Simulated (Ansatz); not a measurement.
The same path of CH5B + ClH (9 atoms, charge 0, multiplicity 1) was run twice with different band settings. Lost on the way: B1–C2, Cl8–H9. Made: B1–Cl8, C2–H9.

All numbers below come from Ansatz, RKS CAM-B3LYP/6-31G*.

Relaxed end points:

```xyz
9
Properties=species:S:1:pos:R:3
B 0.023 0.162 0.287
C 0.064 0.404 1.831
H -0.867 0.176 2.359
H 0.908 -0.065 2.345
H 0.214 1.492 1.938
H 1.037 0.020 -0.333
H -1.002 0.263 -0.321
Cl -0.306 -2.772 0.394
H -0.506 -2.866 1.661
```

```xyz
9
Properties=species:S:1:pos:R:3
B -0.077 -0.658 -0.786
C -0.011 0.012 2.666
H -0.889 0.313 3.241
H 0.878 0.059 3.299
H 0.115 0.691 1.818
H 1.032 -0.228 -0.781
H -1.050 0.024 -0.771
Cl -0.287 -2.389 -0.835
H -0.146 -1.012 2.308
```

Common settings: movable images 7; climbing image yes; spring 5.0 eV/Å²; optimiser quadratic models (default); start path through a guess of the saddle point; iteration limit 60; end points relaxed.

| run | force threshold |
| --- | --- |
| 1 | 0.05 eV/Å |
| 2 | 0.5 eV/Å |

(1) What does each run give, and how far can it be trusted?

## Answers

(1) Run 1: converged after 14 iterations, highest image 0.802 eV above the first end. A vibrational analysis at the climbing image gives one clearly imaginary mode, 1070i cm⁻¹: a first-order saddle point.
Run 2: converged after 12 iterations, highest image 0.804 eV above the first end. The threshold of 0.5 eV/Å is loose, so the images may lie well off the minimum-energy path. Another band between the same ends (7 images) ends at a top of the same energy, where a vibrational analysis finds 1 clearly imaginary mode.
The orbitals stay closed-shell, which can raise the energy where a bond breaks towards radicals; this wasn't checked here.
